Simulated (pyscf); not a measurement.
F–W(F)(F)(F)(SH)–SH → F–W(F)(F)(F)=S + H₂S, an elimination (singlet surface; H–S, S–W broken, H–S formed). PySCF, gas phase, ωB97X-D3(BJ)/def2-SVP geometries. Energies in kJ/mol from the reactant's lowest minimum found.

Small-basis levels: PySCF, no dispersion term, spherical d functions. 

Question: In single points B3LYP/6-31G*+LANL2DZ puts the saddle at 96.9 kJ/mol and the reaction energy at -75.5 kJ/mol. Should these be trusted to within a few kcal/mol? Compare with ωB97M-D3(BJ)/def2-TZVP.

Answer: ωB97M-D3(BJ)/def2-TZVP gives ΔE‡ = 101.0 kJ/mol and ΔE = -48.7 kJ/mol. B3LYP/6-31G*+LANL2DZ lies 4.1 kJ/mol under it in the barrier and 26.9 kJ/mol under it in the reaction energy, so on this step it does not hold to within 12.6 kJ/mol. ωB97M-D3(BJ)/def2-TZVP has limits of its own. On the product side the descent ends in an adduct with a S–W contact, 4.3 kJ/mol under the separated species and 121.5 kJ/mol under the saddle at ωB97X-D3(BJ)/def2-TZVP. What is counted as broken (S–W) persists as a longer contact in the product adduct; parting that adduct is a step of its own. This is the saddle that the search found; another between the same sides may lie lower. In the def2 sets elements past Kr carry core potentials, without spin-orbit coupling.
